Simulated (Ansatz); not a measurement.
Reaction (SMILES): FC=[CH] → [CH-]=CF (an electron is taken up)
B3LYP-D3(BJ)/def2-TZVP geometries, fixed; electronic energies without zero-point terms; positive where energy is released.
Largest species:
```xyz
5

C      0.0300     0.3889     0.0008
C      1.2398    -0.0873    -0.0066
F     -1.0719    -0.3912     0.0045
H     -0.2254     1.4461     0.0047
H      2.2534     0.2654    -0.0109
```
Charge 0, spin multiplicity 2.

The adiabatic electron affinity at MP2 with Ansatz (a first-principles code), in eV, split into its Hartree-Fock and correlation parts. Cores are frozen. An unrestricted Hartree-Fock determinant is markedly spin-contaminated. Open shells are unrestricted. No added dispersion term, no relativity. Functions are those of the species that has most. These sets lack the diffuse functions that anions need.

| basis | X | functions | Hartree-Fock | MP2 |
|---|---|---|---|---|
| cc-pVDZ | 2 | 52 | -0.492 | 0.790 |
| cc-pVTZ | 3 | 118 | -0.307 | 1.328 |
| cc-pVQZ | 4 | 225 | -0.197 | 1.578 |
| cc-pV5Z | 5 | 383 | -0.126 | 1.723 |

Worked estimate of the basis-set limit from each neighbouring pair, with Hartree-Fock from the larger set and the correlation part extrapolated as X^-3.
Correlation parts: X = 2: 1.282, X = 3: 1.635, X = 4: 1.775, X = 5: 1.849.
- (2,3): (27·(1.635) - 8·(1.282))/19 = 1.784; with Hartree-Fock -0.307 the estimate is 1.477 eV.
- (3,4): (64·(1.775) - 27·(1.635))/37 = 1.877; with Hartree-Fock -0.197 the estimate is 1.680 eV.
- (4,5): (125·(1.849) - 64·(1.775))/61 = 1.927; with Hartree-Fock -0.126 the estimate is 1.801 eV.
The last two estimates differ by 0.120 eV; the largest set lies 0.078 from the last. Over the last step Hartree-Fock moves by 0.071 and the correlation part by 0.074.
